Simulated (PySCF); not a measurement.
NaP⁺: from constants to spectrum

UHF-CCSD(T) constants of NaP⁺, ⁴Σ⁻ (quartet), unpaired electrons σ ↑, π ↑↑ (PySCF, no relativity, basis sets Na def2-SVP, P def2-SVP; masses 22.9898 and 30.9738 u):

```
ωe              : 120.7 cm⁻¹
ωexe            : 1.88 cm⁻¹
Be              : 0.12811 cm⁻¹
αe              : 0.00225 cm⁻¹
D (centrifugal) : 5.77e-07 cm⁻¹
De to Na⁺ + P   : 0.245 eV
```

(1) Give the vibrational terms G(v) and spacings up to v = 6.

(2) How well does the Morse estimate ωe²/(4ωexe) reproduce De, and what is D0?

Correlated steps freeze 6 core orbitals. The bond is weak. Basis-set superposition, not corrected here, can be much of De in a small basis, most of all at correlated wavefunction levels. For an ion De counts to the pair picked by the measured ionisation energies or electron affinities, which need not be the lowest pair at this level. The state is the lowest determinant that a PBE0 search found; another state may lie lower at other levels.

Results:

(1) G(v) = ωe(v+½) − ωexe(v+½)².

```
v  G(v) (cm⁻¹)  G(v) − G(v−1)  Bv (cm⁻¹)
0         59.9                    0.1270
1        176.8          116.9     0.1247
2        290.0          113.2     0.1225
3        399.4          109.4     0.1202
4        505.1          105.7     0.1180
5        607.0          101.9     0.1157
6        705.1           98.1     0.1135
```

(2) It gives 0.240 eV, 98 % of the computed De. D0 = De − G(0) = 0.245 − 0.007 = 0.238 eV.
